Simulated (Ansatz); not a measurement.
Al(H2S)H3 (AlH5S). Charge 0, multiplicity 3. Geometry PBE0-D4/def2-TZVP, that of the neutral singlet; atoms count from 1.

| atom | x (Å) | y (Å) | z (Å) |
| --- | --- | --- | --- |
| Al1 | 0.5123 | -0.9509 | -0.1484 |
| S2 | -1.1573 | 0.8987 | 0.2967 |
| H3 | -0.4007 | 1.6207 | 1.1406 |
| H4 | -0.8382 | 1.6781 | -0.7504 |
| H5 | 0.3497 | -1.6488 | 1.2781 |
| H6 | 1.7999 | -0.0429 | -0.4119 |
| H7 | -0.2657 | -1.5549 | -1.4048 |

At PBE0-D4/def2-TZVP a singlet of charge 0 lies 6.14 eV below the triplet at the same geometry.

Estimate the Mulliken populations from the PBE0/def2-TZVP orbitals of Ansatz.


```csv
atom,charge (e),spin (α − β)
Al1,0.21,0.07
S2,-0.02,1.25
H3,0.04,0.26
H4,0.04,0.26
H5,-0.11,-0.01
H6,-0.04,0.17
H7,-0.11,-0.01
```
Mulliken values depend strongly on the basis.

Where does the spin sit?

Summed by element: Al 0.07, S 1.25, H 0.69, of 2 unpaired in all. Largest on single atoms: S2 1.25, H4 0.26, H3 0.26.

And the Mayer bond orders between heavy atoms (over 0.3)?

Al1–S2 0.47 (2.53 Å).
